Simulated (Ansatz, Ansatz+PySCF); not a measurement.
| atom | x (Å) | y (Å) | z (Å) |
| --- | --- | --- | --- |
| C | -0.0091 | -0.0461 | -1.4764 |
| C | 0.0301 | -0.0167 | -0.0847 |
| C | 0.0290 | 1.2639 | 0.6370 |
| C | -0.0446 | -1.2532 | 0.6916 |
| H | 0.0237 | -0.8913 | -2.0163 |
| H | -0.0445 | 0.9500 | -2.0140 |
| H | 0.0418 | 2.1471 | 0.0571 |
| H | -0.8633 | 1.3609 | 1.3144 |
| H | 0.8376 | 1.3362 | 1.3237 |
| H | -0.0436 | -2.1556 | 0.0576 |
| H | 0.8980 | -1.3235 | 1.3844 |
| H | -0.9233 | -1.3190 | 1.3668 |

RHF-MP2 on singlet C4H8 was run in several spherical basis sets with Ansatz (development build ahead of 0.2.0). Frozen core: 4 orbitals.

(1) Rank the basis sets by the total energy that they give, lowest first, with the distance from the lowest.
A. def2-SVP
B. cc-pVDZ
C. 6-31G(d)
D. 6-31G

## Answers

(1) B (0.00 eV), C (1.76 eV), A (3.36 eV), D (7.42 eV).

Totals follow the description of the cores as much as that of the bonds, so this order isn't one of quality for chemistry.
